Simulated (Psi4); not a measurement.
# UHF-D4/pcseg-2 (density fitting) run of CH3B (SMILES B[CH])

Wanted: a geometry optimisation of CH3B. 

Program for the calculation: Psi4 1.11.

1 further run of the same task is left out (it didn't finish).

## Step 1: Starting point

CH3B: 5 atoms, total charge 0, spin state triplet. As SMILES, `B[CH]`. The coordinates come from a GFN2-xTB relaxation. The run starts from this shape.

Bond lengths: B1–C2 1.463 Å, B1–H3 1.182 Å, B1–H4 1.174 Å, C2–H5 1.068 Å. Angles: B1–C2–H5 150.8°, C2–B1–H3 120.4°, C2–B1–H4 121.9°, H3–B1–H4 117.7°.

## Step 2: A geometry optimisation at UHF-D4/pcseg-2 (density fitting)

The input, ch3b.py:

```python
import psi4

psi4.set_memory('1600 MB')
psi4.set_num_threads(1)
psi4.core.set_output_file('output.dat', False)

m = psi4.geometry("""
0 3
B     -0.352450    -0.401400    -0.071360
C      0.507540     0.779550    -0.141970
H     -0.308550    -1.118250     0.866820
H     -1.104620    -0.672740    -0.931370
H      1.258080     1.412850     0.277880
units angstrom
symmetry c1
""")

psi4.set_options({
    'basis': 'pcseg-2',
    'reference': 'uhf',
    'scf_type': 'df',
    'geom_maxiter': 40,
})

e_tot, wfn = psi4.optimize("hf-d4", return_wfn=True)
print(f'hf-d4 energy: {e_tot:.10f} Eh')
print(m.to_string(dtype='xyz', units='Angstrom'))
for k, v in sorted(psi4.core.scalar_variables().items()):
    print(f'{k:45s} {v:18.10f}')
```

Command:

```bash
python ch3b.py
```

output.dat:

```text
[...]
  Running in c1 symmetry.
[...]
  Nuclear repulsion =   22.748848453748341
[...]
  Multiplicity = 3
[...]
  Nalpha       = 8
  Nbeta        = 6
[...]
    Number of basis functions: 102
[...]
   @DF-UHF iter   1:   -64.15317375402086   -1.00634e+00   2.23548e-03 ADIIS/DIIS
[...]
   @DF-UHF iter   7:   -64.21808626309128   -4.07852e-12   4.54821e-09 DIIS
[...]
   @S^2 Observed:                2.014709705E+00
[...]
    Orbital Energies [Eh]
    ---------------------
    Alpha Occupied:
       1A    -11.261096     2A     -7.601323     3A     -0.962541
       4A     -0.693781     5A     -0.562010     6A     -0.523093
       7A     -0.424104     8A     -0.404542
    Alpha Virtual:
       9A      0.087699    10A      0.109940    11A      0.135403
      12A      0.157171    13A      0.180336    14A      0.193145
      15A      0.220489    16A      0.251573    17A      0.298819
      18A      0.333324    19A      0.404249    20A      0.431639
      21A      0.469263    22A      0.495685    23A      0.541036
      24A      0.608355    25A      0.770907    26A      0.848554
[...]
  @DF-UHF Final Energy:   -64.21808626309128
   => Energetics <=
    Nuclear Repulsion Energy =             22.2492291830405193
    One-Electron Energy =                -129.1862968300470129
    Two-Electron Energy =                  42.7251361484315382
    Total Energy =                        -64.2180862630912799
  UHF NO Occupations:
  HONO-2 :    6  A 1.9942929
  HONO-1 :    7  A 1.0000000
[...]
 Multipole Moments:
 ------------------------------------------------------------------------------------
     Multipole            Electronic (a.u.)      Nuclear  (a.u.)        Total (a.u.)
 ------------------------------------------------------------------------------------
 L = 1.  Multiply by 2.5417464519 to convert [e a0] to [Debye]
 Dipole X            :          0.1412877            0.0686020            0.2098898
 Dipole Y            :          0.5039941           -0.3672030            0.1367911
 Dipole Z            :         -0.3868704            0.5529189            0.1660485
 Magnitude           :                                                    0.3005622
[...]
  -Total Gradient:
     Atom            X                  Y                   Z
    ------   -----------------  -----------------  -----------------
       1        0.000002504603    -0.000015356118     0.000015573783
       2       -0.000013751338    -0.000008895984    -0.000007346467
       3        0.000005832772     0.000010694722    -0.000001072134
       4        0.000005461504     0.000015850098    -0.000008662170
       5       -0.000000047541    -0.000002292717     0.000001506987
[...]
    Final optimized geometry and variables:
    Molecular point group: c1
    Full point group: C1
    Geometry (in Angstrom), charge = 0, multiplicity = 3:
    B           -0.437199743978    -0.601278877350     0.036971247711
    C            0.432311945615     0.635905851626    -0.086612186004
    H           -0.355496771172    -1.293186357012     1.003673662402
    H           -1.201970526387    -0.886876717180    -0.825783561611
    H            1.185896984624     1.176706916209     0.449518880166
[...]
```

Standard output:

```text
Some dependencies such as QCElemental have not yet finished migration to pydantic v2. If issues are encountered please downgrade pydantic or upgrade QCElemental as appropriate
	Energy ratio indicates iffy step.
	Intrafrag trust radius decreased to   0.25.
	Energy has increased in a minimization.
	Energy ratio indicates iffy step.
	Intrafrag trust radius decreased to 0.0625.
	Previous geometry is closer to target in internal coordinates, so using that one.

	Best geometry has RMS(Delta(q)) = 4.33e-04

	Unable to completely converge to displaced geometry.
	RMS(dx):  2.917e-06 	Max(dx):  5.351e-06 	RMS(dq):  4.048e-06
	Previous geometry is closer to target in internal coordinates, so using that one.

	Best geometry has RMS(Delta(q)) = 4.05e-06

Optimizer: Optimization complete!
hf-d4 energy: -64.2180862631 Eh
5
0 3 BCH3
B                    -0.437199743978    -0.601278877350     0.036971247711
C                     0.432311945615     0.635905851626    -0.086612186004
H                    -0.355496771172    -1.293186357012     1.003673662402
H                    -1.201970526387    -0.886876717180    -0.825783561611
H                     1.185896984624     1.176706916209     0.449518880166

CURRENT ENERGY                                    -64.2180862631
CURRENT REFERENCE ENERGY                          -64.2180862631
DD SOLVATION ENERGY                                 0.0000000000
DISPERSION CORRECTION ENERGY                       -0.0061547645
HF KINETIC ENERGY                                  64.3787546090
HF POTENTIAL ENERGY                              -128.5968408720
HF TOTAL ENERGY                                   -64.2119314986
HF VIRIAL RATIO                                     1.9975043266
HF-D4(BJ,EEQ)ATM DISPERSION CORRECTION ENERGY      -0.0061547645
NUCLEAR REPULSION ENERGY                           22.2492291830
ONE-ELECTRON ENERGY                              -129.1862968300
OPTIMIZATION ITERATIONS                             8.0000000000
PCM POLARIZATION ENERGY                             0.0000000000
PE ENERGY                                           0.0000000000
SCF ITERATION ENERGY                              -64.2180862631
SCF ITERATIONS                                      7.0000000000
SCF TOTAL ENERGY                                  -64.2180862631
TWO-ELECTRON ENERGY                                42.7251361484
```

Run time: 8.7 s. Hardware: 1 thread of Intel Xeon Platinum 8375C at 2.90GHz (Ice Lake), shared host; peak memory 0.25 GiB.

Step by step:

| step | energy from the first frame kept (eV) | largest force (eV/Å) |
| --- | --- | --- |
| 0 | 0.0000 | 1.8631 |
| 1 | -0.0575 | 0.3576 |
| 2 | -0.0669 | 0.1797 |
| 3 | -0.0675 | 0.3260 |
| 4 | -0.0656 | 0.3497 |
| 5 | -0.0718 | 0.0439 |
| 6 | -0.0719 | 0.0093 |
| 7 | -0.0719 | 0.0011 |

After the run. Bond lengths: B1–C2 1.517 Å, B1–H3 1.192 Å, B1–H4 1.188 Å, C2–H5 1.071 Å. Angles: B1–C2–H5 140.7°, C2–B1–H3 120.0°, C2–B1–H4 120.4°, H3–B1–H4 119.6°.

## Step 3: Summary of results

Level: UHF-D4/pcseg-2 (density fitting).

| quantity | value |
| --- | --- |
| total energy at the end | -64.21809 Eh |
| dipole moment | 0.76 D |
| HOMO energy (highest over α and β) | -11.01 eV |
| LUMO energy (lowest over α and β) | 0.68 eV |
| dispersion energy | -16.16 kJ/mol |
| ⟨S²⟩ | 2.015 |

What this shows: At the final geometry: Bond lengths: B1–C2 1.517 Å, B1–H3 1.192 Å, B1–H4 1.188 Å, C2–H5 1.071 Å. Angles: B1–C2–H5 140.7°, C2–B1–H3 120.0°, C2–B1–H4 120.4°, H3–B1–H4 119.6°. The optimisation took 8 steps and changed the energy by -0.072 eV.
